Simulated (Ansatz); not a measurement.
**AlH (singlet): from Hartree-Fock to the top rungs, aug-cc-pVTZ**

An exercise on one series of results from a longer session: the logs are not shown, and one member is left open.

Program: Ansatz 0.2.0, Gaussian basis. Level of theory: aug-cc-pVTZ, core rule «outside noble gas», up to 5 orbitals frozen. These are calculated values, not measurements.

To be run: UHF; CCSD(T) on RHF; CCSD(T) on UHF; BCCD(T) on RHF; CCSDT(Q) on RHF; CCSDT(Q) on UHF; CASSCF and MRCISD+Q, 4 electrons in 5 orbitals; CASSCF and MRCISD+Q(relaxed), 4 electrons in 5 orbitals; CASSCF and NEVPT2, 4 electrons in 5 orbitals; Full CI.

9 further runs of the same task are left out: 2 for a known fault of the program, 2 that didn't finish, 5 set aside as unsound or not needed.

**The geometry**

The geometry is a PBE0/def2-TZVPD stationary point (not a proven minimum) of the parent state, kept for this charge and spin.

2 atoms, charge 0, spin multiplicity 1.

Atoms are counted from 1 here; the program's logs count them from 0.

Bond lengths: Al1–H2 1.706 Å.

Set-up of the first run:

Input file in.yaml:

```yaml
crystal:
  periodic: [false, false, false]
  atoms:
    - {symbol: Al, position_ang: [0.000000, 0.000000, 0.000000]}
    - {symbol: H, position_ang: [0.000000, 0.000000, 1.706067]}
basis:
  gaussian: {orbitals: aug-cc-pVTZ}
magnetization: {spin_polarized: true, initial_magnetization: 0}
hamiltonian: {xc: hf}
output: {orbitals: {seedname: orbitals}}
```

Command:

```
ansatz run in.yaml --threads 1 --pin off --events-out ev --progress --plain --max-ram 4096MiB --backend cpu
```

Steps of the session up to this table: UHF; CCSD(T) on RHF; CCSD(T) on UHF; BCCD(T) on RHF; CCSDT(Q) on RHF; CCSDT(Q) on UHF; CASSCF and MRCISD+Q, 4 electrons in 5 orbitals; CASSCF and MRCISD+Q(relaxed), 4 electrons in 5 orbitals; CASSCF and NEVPT2, 4 electrons in 5 orbitals; Full CI.

One of the session's tables, all rows but one given; the rest of the session is left out.

```
                   method  from FCI (kJ/mol)
                      RHF             +224.0
                      UHF                  ?
                     RMP2              +58.1
                    RCCSD               +5.2
                 RCCSD(T)               +1.2
                  BCCD(T)               +1.2
                   RCCSDT               +0.2
                RCCSDT(Q)                0.0
           CASSCF valence             +103.2
           NEVPT2 valence              +37.1
           MRCISD valence               +4.0
         MRCISD+Q valence               +1.2
MRCISD+Q(relaxed) valence               -1.6
                      FCI                  0
```

**Question.** Estimate the row for UHF.

The run gave: from FCI (kJ/mol): +223.0. In the column «from FCI (kJ/mol)» it lies between CASSCF valence (+103.2) and RHF (+224.0).

Caveats from the session: MRCISD+Q(relaxed) valence falls below full CI: the +Q correction isn't variational, and the cores differ from full CI's.
